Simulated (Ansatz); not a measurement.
# CHB (singlet): the correlation ladder, cc-pVTZ

An exercise on one series of results from a longer session: the logs are not shown, and one member is left open.

The runs use Ansatz 0.2.0, Gaussian basis; cc-pVTZ, core rule «outside noble gas», up to 2 orbitals frozen.

To be run: UHF; CCSD(T) on RHF; CCSD(T) on UHF; BCCD(T) on RHF; CCSDT(Q) on RHF; CCSDT(Q) on UHF.

10 further runs of the same task are left out: 6 for a known fault of the program, 4 set aside as unsound or not needed.

## The geometry

The geometry is a PBE0/def2-TZVP stationary point (not a proven minimum) of the parent state, kept for this charge and spin.

3 atoms, charge 0, spin multiplicity 1.

Atoms are counted from 1 here; the program's logs count them from 0.

Bond lengths: B1–C2 1.449 Å, B1–H3 1.179 Å. Angles: C2–B1–H3 180.0°.

Set-up of the first run:

Contents of in.yaml:

```yaml
crystal:
  periodic: [false, false, false]
  atoms:
    - {symbol: B, position_ang: [0.000000, 0.000000, 0.090069]}
    - {symbol: C, position_ang: [0.000000, 0.000000, -1.358850]}
    - {symbol: H, position_ang: [0.000000, 0.000000, 1.268781]}
basis:
  gaussian: {orbitals: cc-pVTZ}
magnetization: {spin_polarized: true, initial_magnetization: 0}
hamiltonian: {xc: hf}
output: {orbitals: {seedname: orbitals}}
```

On the command line:

```console
$ ansatz run in.yaml --threads 1 --pin off --events-out ev --progress --plain --max-ram 2816MiB --backend cpu
```

Steps of the session up to this table: UHF; CCSD(T) on RHF; CCSD(T) on UHF; BCCD(T) on RHF; CCSDT(Q) on RHF; CCSDT(Q) on UHF.

One table of the session follows, with a row left open; its other results are not shown here.

| method | from RCCSDT(Q) (meV) |
| --- | --- |
| RHF | +6774.2 |
| UHF | +5639.7 |
| RMP2 | +1403.5 |
| UMP2 | +726.4 |
| RCCSD | +466.4 |
| UCCSD | -115.0 |
| RCCSD(T) | +175.5 |
| UCCSD(T) | -389.4 |
| BCCD(T) | +176.1 |
| RCCSDT | ? |
| UCCSDT | -614.4 |
| RCCSDT(Q) | 0 |
| UCCSDT(Q) | -713.9 |

Q: Estimate the row for RCCSDT from the others.

As computed: from RCCSDT(Q) (meV): +79.6. In the column «from RCCSDT(Q) (meV)» it lies between RCCSDT(Q) (0) and RCCSD(T) (+175.5).

The program flags UCCSD(T), RCCSDT(Q), UCCSDT(Q) as in doubt (see the logs), so the zero of the table is itself unsure.

To keep in mind: The determinant is far from a pure spin state, so its energy mixes those of several spin states (harmless only where they are near-degenerate, as at dissociation). The report flags that the cluster equations may have other roots. The program flags UCCSD(T), RCCSDT(Q), UCCSDT(Q) as in doubt, so the zero of the table is itself unsure. Warnings: restricted reference is unstable; spin contamination. Restricted and unrestricted rows rest on different reference determinants; where their highest levels disagree by more than a few hundredths of an eV, they describe different states and don't form one ladder.
